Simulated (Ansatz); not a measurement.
## TiN: experiment and calculation

**The experiment to reproduce.**

“Reflectance spectral studies of spark plasma sintered tungsten carbide pellet”, 2024, arxiv:2411.15754 reports, for a ceramic of TiN: lattice constant a 4.242 Å.

The runs below are set against these values where they give the same quantity.

Method: DFT PBE, scalar-relativistic, plane waves, PAW (Ansatz 0.2.0).

Plane waves to 420 eV, a k mesh through Γ of 18×18×18 on the computed 2-atom cell and Gaussian smearing (0.10 eV); no spin polarisation.

Relaxed structure, symmetry kept:

```xyz
2
Lattice="0.0000 2.1234 2.1234 2.1234 0.0000 2.1234 2.1234 2.1234 0.0000" Properties=species:S:1:pos:R:3 pbc="T T T"
Ti    0.0000    0.0000    0.0000
N     2.1234    2.1234    2.1234
```

| Item | Value |
| --- | --- |
| Space group | Fm-3m (No. 225) |
| Volume per atom | 9.57 Å³ |
| Formation energy from the elements' standard states (uncorrected) | -1.714 eV/atom |
| Kohn–Sham band gap | none (metal) |
| Density of states at the Fermi level | 0.85 states/eV per cell |
| Löwdin character within 0.5 eV of the Fermi level | Ti 3d 84 %, N 2p 13 % |
| Bulk modulus | 277 GPa |
| Its pressure derivative | 4.3 |
| Bader charges (e) | Ti (1 in the cell) 1.75, N (1 in the cell) -1.75 |

Spin polarisation was left out, and a magnetic state may lie lower.

A ferromagnetic start lost its moments in a first run, so spin was left out; other magnetic orders weren't tried.

Measured lattice constant a of TiN: 4.242 Å (ceramic; the paper above). This calculation gives 4.247 Å (+0.1 %). 2 values of this kind are on record (4.2334 to 4.242 Å); this one was drawn at random. The calculation is for 0 K without zero-point motion. The calculated magnetic order may not be the real one, and cell, gap and energy hang on it, so these differences aren't the functional's alone.